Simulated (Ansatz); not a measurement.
# BSi₂H (triplet): wave-function methods side by side at a displaced geometry (v2), cc-pVDZ

The task here is to estimate one member of a computed series from the others.

Computed with Ansatz 0.2.0, Gaussian basis. Level: cc-pVDZ, core rule «outside noble gas», up to 11 orbitals frozen.

Plan: UHF; CCSD(T) on ROHF; CCSD(T) on UHF; BCCD(T) on ROHF; CISD as a restricted active space (open shells left free, so some higher excitations enter); CCSDT(Q) on ROHF; CCSDT(Q) on UHF.

27 further runs of the same task are left out: 13 that didn't finish, 14 set aside as unsound or not needed. Runs told in other sessions of the task aren't counted.

## What is computed

The geometry is a PBE0/def2-TZVP stationary point (not a proven minimum) with its atoms shifted at random (size 0.100 Å).

4 atoms, charge 0, spin multiplicity 3.

Atoms are counted from 1 here; the program's logs count them from 0.

Bond lengths: Si1–B2 1.904 Å, B2–Si3 1.971 Å, Si3–H4 1.580 Å. Angles: Si1–B2–Si3 171.5°, B2–Si3–H4 92.1°.

The first run:

in.yaml

```yaml
crystal:
  periodic: [false, false, false]
  atoms:
    - {symbol: Si, position_ang: [0.062749, -0.007649, 1.956721]}
    - {symbol: B, position_ang: [-0.102125, -0.041281, 0.060200]}
    - {symbol: Si, position_ang: [-0.025505, 0.077147, -1.906095]}
    - {symbol: H, position_ang: [0.057604, -1.493723, -2.056353]}
basis:
  gaussian: {orbitals: cc-pVDZ}
magnetization: {spin_polarized: true, initial_magnetization: 2}
hamiltonian: {xc: hf}
output: {orbitals: {seedname: orbitals}}
```

Started as:

```
> ansatz run in.yaml --threads 1 --pin off --events-out ev --progress --plain --max-ram 2393MiB
```

Among the steps run: UHF; CCSD(T) on ROHF; CCSD(T) on UHF; BCCD(T) on ROHF; CISD as a restricted active space (open shells left free, so some higher excitations enter); CCSDT(Q) on ROHF; CCSDT(Q) on UHF.

One of the session's tables, all rows but one given; the rest of the session is left out.

It belongs to the step «Misses and costs». 

| method | from RCCSDT(Q) (meV) |
| --- | --- |
| ROHF | +7324.3 |
| UHF | ? |
| RMP2 | +1727.2 |
| UMP2 | +1879.5 |
| CISD | +1176.5 |
| RCCSD | +387.9 |
| UCCSD | +398.0 |
| RCCSD(T) | +91.1 |
| UCCSD(T) | +101.6 |
| BCCD(T) | +88.1 |
| RCCSDT | +23.7 |
| UCCSDT | +25.8 |
| RCCSDT(Q) | 0 |
| UCCSDT(Q) | -1.5 |

Estimate the missing values for UHF.

**Answer.** from RCCSDT(Q) (meV): +7134.8. In the column «from RCCSDT(Q) (meV)» it lies between UMP2 (+1879.5) and ROHF (+7324.3).

Caveats from the session: Warnings: spin contamination; coupled cluster took another determinant than the lowest. Restricted and unrestricted rows rest on different reference determinants; a gap between their highest levels can come from leftover correlation error, from unlike frozen cores or from another state.
